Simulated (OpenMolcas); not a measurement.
**A workflow on H3S+ (sulfonium)**

We compute a single-point energy (UHF/STO-3G), then the energy (CASSCF(2,2)/STO-3G), then the energy (CASPT2(2,2)/STO-3G), then the energy (SC-NEVPT2(2,2)/STO-3G), then the energy (MRCI(2,2)/STO-3G) of H3S+ (sulfonium). 

The calculation is run with OpenMolcas 26.06.

**1. Starting point**

H3S+: 4 atoms, total charge +1, spin state singlet. SMILES: `[SH3+]`. The S1–H3 distance was set to 2.372 Å, away from the relaxed value. At this shape a bond of the SMILES string is far longer than usual.

Bond lengths: S1–H2 1.356 Å, S1–H4 1.355 Å. Angles: H2–S1–H4 93.7°.

**2. The energy at UHF/STO-3G (run 1)**

step1.input reads:

```
* H3S Hartree-Fock
>>> EXPORT MOLCAS_PRINT=2

&GATEWAY
 BASLIB=$CurrDir
 COORD
 4
 angstrom
 S        0.898473       0.601885      -0.874203
 H        1.444873       0.983715       0.306097
 H       -0.494150      -1.037930       0.125030
 H       -0.058647       1.560715      -0.841693
 BASIS=STO-3G
 GROUP=NoSym

&SEWARD

&SCF
 UHF
 CHARGE=1
 SCRAMBLE=0.25
 PRORBITALS=1 1
```

The basis set STO-3G is read from a file made from the Basis Set Exchange's data (not shown).

Run with:

```bash
export MOLCAS_MEM=1860
pymolcas step1.input > step1.log
```

Output:

```text
--- Start Module: gateway ---
[...]
--- Stop Module: gateway /rc=_RC_ALL_IS_WELL_ ---
--- Start Module: seward ---
[...]
      Basis functions           12
--- Stop Module: seward /rc=_RC_ALL_IS_WELL_ ---
--- Start Module: scf ---
[...]
       Convergence after  17 Iterations
[...]
::    Total SCF energy                               -394.5394282010
[...]
      Total spin, S                                     0.5573567693
[...]
      Total electronic charge=   18.000000
      Total            charge=    1.000000
[...]
      Dipole Moment (debye):
      Origin of the operator (angstrom)=    0.8465    0.5933   -0.8105
                   X= -7.4328E-01               Y=  1.2233E+00               Z=  1.5897E+00           Total=  2.1392E+00
      Center of Charge (angstrom)
[...]
--- Stop Module: scf /rc=_RC_ALL_IS_WELL_ ---
[...]
```

It took 1.7 s on 1 thread of Arm Neoverse V2, shared host; peak memory 0.37 GiB.

**3. A single-point energy at CASSCF(2,2)/STO-3G (run 2)**

step2.inp reads:

```
* H3S CASSCF
>>> EXPORT MOLCAS_PRINT=2

&GATEWAY
 BasLib=$CurrDir
 Coord
 4
 angstrom
 S        0.898473       0.601885      -0.874203
 H        1.444873       0.983715       0.306097
 H       -0.494150      -1.037930       0.125030
 H       -0.058647       1.560715      -0.841693
 Basis=STO-3G
 Group=NoSym

&SEWARD

&RASSCF
 FileOrb=$CurrDir/step1.UnaOrb
 Spin=1
 Nactel=2 0 0
 Inactive=8
 Ras2=2
 OrbListing=Nothing
 OrbAppear=Compact
```

The basis set STO-3G is read from a file made from the Basis Set Exchange's data (not shown).

Run with:

```bash
export MOLCAS_MEM=1860
pymolcas step2.inp > step2.log
```

Output:

```text
--- Start Module: gateway ---
[...]
--- Stop Module: gateway /rc=_RC_ALL_IS_WELL_ ---
--- Start Module: seward ---
[...]
      Basis functions           12
--- Stop Module: seward /rc=_RC_ALL_IS_WELL_ ---
--- Start Module: rasscf ---
[...]
      Number of active orbitals                  2
[...]
      Spin quantum number                      0.0
[...]
      Active orbitals                            2
[...]
      Number of CSFs                             3
[...]
      Number of root(s) required                 1
[...]
      Convergence after  8 iterations
[...]
      printout of CI-coefficients larger than  0.05 for root  1
      energy=    -394.556245
      conf/sym  11     Coeff  Weight
             1  20  -0.89696 0.80454
             3  02   0.44210 0.19546
      Natural orbitals and occupation numbers for root  1
      sym 1:   1.609086   0.390914
      ************************************************************************************************************************
      *                                                    Final results                                                     *
[...]
::    RASSCF root number  1 Total energy:   -394.55624538
[...]
      Total electronic charge=   18.000000
      Total            charge=    1.000000
[...]
      Dipole Moment (debye):
      Origin of the operator (angstrom)=    0.8465    0.5933   -0.8105
                   X= -9.9306E-01               Y=  9.0306E-01               Z=  1.7558E+00           Total=  2.2101E+00
      Center of Charge (angstrom)
[...]
--- Stop Module: rasscf /rc=_RC_ALL_IS_WELL_ ---
[...]
```

Run time: 1.6 s. Hardware: 1 thread of Arm Neoverse V2, shared host; peak memory 0.37 GiB.

**4. A single-point energy at CASPT2(2,2)/STO-3G (run 3)**

step3.inp reads:

```
&gateway
baslib=$CurrDir
coord
4
angstrom
S        0.898473       0.601885      -0.874203
H        1.444873       0.983715       0.306097
H       -0.494150      -1.037930       0.125030
H       -0.058647       1.560715      -0.841693
basis=STO-3G
group=NoSym
&seward
&rasscf
fileorb=$CurrDir/step2.RasOrb
spin=1
nactel=2 0 0
inactive=8
ras2=2
orblisting=Nothing
orbappear=Compact
&caspt2
imaginary=0.1
frozen=5
```

The basis set STO-3G is read from a file made from the Basis Set Exchange's data (not shown).

Run with:

```bash
export MOLCAS_MEM=1860
pymolcas step3.inp > step3.log
```

Output:

```text
--- Start Module: gateway ---
[...]
--- Stop Module: gateway /rc=_RC_ALL_IS_WELL_ ---
[...]
      Basis functions           12
[...]
--- Start Module: rasscf ---
[...]
      Number of active orbitals                  2
[...]
      Spin quantum number                      0.0
[...]
      Active orbitals                            2
[...]
      Number of CSFs                             3
[...]
      Number of root(s) required                 1
[...]
      Convergence after  4 iterations
[...]
      printout of CI-coefficients larger than  0.05 for root  1
      energy=    -394.556245
      conf/sym  11     Coeff  Weight
             1  20  -0.89696 0.80454
             3  02   0.44211 0.19546
      Natural orbitals and occupation numbers for root  1
      sym 1:   1.609085   0.390915
      ************************************************************************************************************************
      *                                                    Final results                                                     *
[...]
::    RASSCF root number  1 Total energy:   -394.55624538
[...]
      Total electronic charge=   18.000000
      Total            charge=    1.000000
[...]
      Dipole Moment (debye):
      Origin of the operator (angstrom)=    0.8465    0.5933   -0.8105
                   X= -9.9307E-01               Y=  9.0312E-01               Z=  1.7559E+00           Total=  2.2102E+00
      Center of Charge (angstrom)
[...]
--- Stop Module: rasscf /rc=_RC_ALL_IS_WELL_ ---
--- Start Module: caspt2 ---
[...]
 ###    WARNING: User changed nr of frozen orbitals.                         ###
 ###############################################################################
[...]
      E2 (Variational):          -0.0303541232
      Total energy:            -394.5865995054
[...]
      Reference weight:           0.98444
[...]
::    CASPT2 Root  1     Total energy:   -394.58659951
[...]
--- Stop Module: caspt2 /rc=_RC_ALL_IS_WELL_ ---
[...]
```

Run time: 1.6 s. Hardware: 1 thread of Arm Neoverse V2, shared host; peak memory 0.37 GiB.

**5. The energy at SC-NEVPT2(2,2)/STO-3G (run 4)**

step4.input reads:

```
>>> EXPORT MOLCAS_PRINT=2
&GATEWAY
BasLib=$CurrDir
Coord
4
angstrom
S        0.898473       0.601885      -0.874203
H        1.444873       0.983715       0.306097
H       -0.494150      -1.037930       0.125030
H       -0.058647       1.560715      -0.841693
Basis=STO-3G
Group=NoSym
&SEWARD
&RASSCF
FileOrb=$CurrDir/step2.RasOrb
Spin=1
Nactel=2 0 0
Inactive=8
Ras2=2
OrbListing=Nothing
OrbAppear=Compact
&CASPT2
SC-NEVPT2
Frozen=5
```

The basis set STO-3G is read from a file made from the Basis Set Exchange's data (not shown).

Run with:

```bash
export MOLCAS_MEM=1860
pymolcas step4.input > step4.log
```

Output:

```text
--- Start Module: gateway ---
[...]
--- Stop Module: gateway /rc=_RC_ALL_IS_WELL_ ---
[...]
      Basis functions           12
[...]
--- Start Module: rasscf ---
[...]
      Number of active orbitals                  2
[...]
      Spin quantum number                      0.0
[...]
      Active orbitals                            2
[...]
      Number of CSFs                             3
[...]
      Number of root(s) required                 1
[...]
      Convergence after  4 iterations
[...]
      printout of CI-coefficients larger than  0.05 for root  1
      energy=    -394.556245
      conf/sym  11     Coeff  Weight
             1  20  -0.89696 0.80454
             3  02   0.44211 0.19546
      Natural orbitals and occupation numbers for root  1
      sym 1:   1.609085   0.390915
      ************************************************************************************************************************
      *                                                    Final results                                                     *
[...]
::    RASSCF root number  1 Total energy:   -394.55624538
[...]
      Total electronic charge=   18.000000
      Total            charge=    1.000000
[...]
      Dipole Moment (debye):
      Origin of the operator (angstrom)=    0.8465    0.5933   -0.8105
                   X= -9.9307E-01               Y=  9.0312E-01               Z=  1.7559E+00           Total=  2.2102E+00
      Center of Charge (angstrom)
[...]
--- Stop Module: rasscf /rc=_RC_ALL_IS_WELL_ ---
--- Start Module: caspt2 ---
[...]
 ###    WARNING: User changed nr of frozen orbitals.                         ###
 ###############################################################################
[...]
      E2 (Variational):          -0.0305058810
[...]
      E2 (Variational):          -0.0304608483
      Total energy:            -394.5867062305
[...]
      Reference weight:           0.98426
[...]
::    SC-NEVPT2 Root  1     Total energy:   -394.58670623
[...]
--- Stop Module: caspt2 /rc=_RC_ALL_IS_WELL_ ---
[...]
```

Run time: 1.6 s. Hardware: 1 thread of Arm Neoverse V2, shared host; peak memory 0.37 GiB.

**6. A single-point energy at MRCI(2,2)/STO-3G (run 5)**

step5.inp reads:

```
* H3S MRCI
>>> EXPORT MOLCAS_PRINT=2

&GATEWAY
 BasLib=$CurrDir
 Coord
 4
 angstrom
 S        0.898473       0.601885      -0.874203
 H        1.444873       0.983715       0.306097
 H       -0.494150      -1.037930       0.125030
 H       -0.058647       1.560715      -0.841693
 Basis=STO-3G
 Group=NoSym

&SEWARD

&RASSCF
 FileOrb=$CurrDir/step2.RasOrb
 Spin=1
 Nactel=2 0 0
 Inactive=8
 Ras2=2
 OrbListing=Nothing
 OrbAppear=Compact

&MOTRA
 LumOrb
 Frozen=5

&GUGA
 Electrons=8
 Spin=1
 Inactive=3
 Active=2
 CIAll=1

&MRCI
 SDCI
```

The basis set STO-3G is read from a file made from the Basis Set Exchange's data (not shown).

Run with:

```bash
export MOLCAS_MEM=1860
pymolcas step5.inp > step5.log
```

Output:

```text
--- Start Module: gateway ---
[...]
--- Stop Module: gateway /rc=_RC_ALL_IS_WELL_ ---
[...]
      Basis functions           12
[...]
      Number of active orbitals                  2
[...]
      Spin quantum number                      0.0
[...]
      Active orbitals                            2
[...]
      Number of CSFs                             3
[...]
      Number of root(s) required                 1
[...]
      Convergence after  4 iterations
[...]
      printout of CI-coefficients larger than  0.05 for root  1
      energy=    -394.556245
      conf/sym  11     Coeff  Weight
             1  20  -0.89696 0.80454
             3  02   0.44211 0.19546
      Natural orbitals and occupation numbers for root  1
      sym 1:   1.609085   0.390915
      ************************************************************************************************************************
      *                                                    Final results                                                     *
[...]
::    RASSCF root number  1 Total energy:   -394.55624538
[...]
      Dipole Moment (debye):
      Origin of the operator (angstrom)=    0.8465    0.5933   -0.8105
                   X= -9.9307E-01               Y=  9.0312E-01               Z=  1.7559E+00           Total=  2.2102E+00
      Center of Charge (angstrom)
[...]
      *** WARNING: Default frozen orbitals is overwritten by user input.
      *** Default values:   5
[...]
--- Start Module: guga ---
[...]
--- Stop Module: guga /rc=_RC_ALL_IS_WELL_ ---
--- Start Module: mrci ---
[...]
       (But an ACPF correction will be computed)
       USE THE DEFAULT ACPF G-VALUE GFAC=  0.25000000000000000
[...]
                      CI ENERGY:  -394.60073045
[...]
                ACPF CORRECTION:    -0.00117890
[...]
      Total electronic charge=   18.000000
      Total            charge=    1.000000
[...]
     ACPF CORRECTION:     -0.00117890
[...]
  CI State   1     Total energy:   -394.60073045     QDav:     -0.00158588     QACPF:     -0.00117890
[...]
--- Stop Module: mrci /rc=_RC_ALL_IS_WELL_ ---
[...]
```

It took 1.6 s on 1 thread of Arm Neoverse V2, shared host; peak memory 0.37 GiB.

**7. Results**

```
                                  quantity          value
           run 1, UHF/STO-3G: total energy  -394.53943 Eh
            run 1, UHF/STO-3G: HOMO energy      -18.51 eV
            run 1, UHF/STO-3G: LUMO energy       -5.58 eV
          run 1, UHF/STO-3G: HOMO–LUMO gap       12.92 eV
                   run 1, UHF/STO-3G: ⟨S²⟩          0.868
   run 2, CASSCF(2,2)/STO-3G: total energy  -394.55625 Eh
   run 3, CASPT2(2,2)/STO-3G: total energy  -394.58660 Eh
run 4, SC-NEVPT2(2,2)/STO-3G: total energy  -394.58671 Eh
     run 5, MRCI(2,2)/STO-3G: total energy  -394.60073 Eh
```

⟨S²⟩ (run 1, UHF/STO-3G) is 0.87 where a pure singlet has 0.00: the reference is spin-contaminated. Mulliken charges (run 1, UHF/STO-3G) run from +0.06 on H3 to +0.65 on S1; they depend strongly on the basis. Mulliken charges (run 2, CASSCF(2,2)/STO-3G) run from +0.08 on H3 to +0.63 on S1; they depend strongly on the basis. Mulliken charges (run 3, CASPT2(2,2)/STO-3G) of the CASSCF density run from +0.08 on H3 to +0.63 on S1; they depend strongly on the basis. Mulliken charges (run 4, SC-NEVPT2(2,2)/STO-3G) of the CASSCF density run from +0.08 on H3 to +0.63 on S1. Mulliken charges (run 5, MRCI(2,2)/STO-3G) of the CASSCF density run from +0.08 on H3 to +0.63 on S1; they depend strongly on the basis.
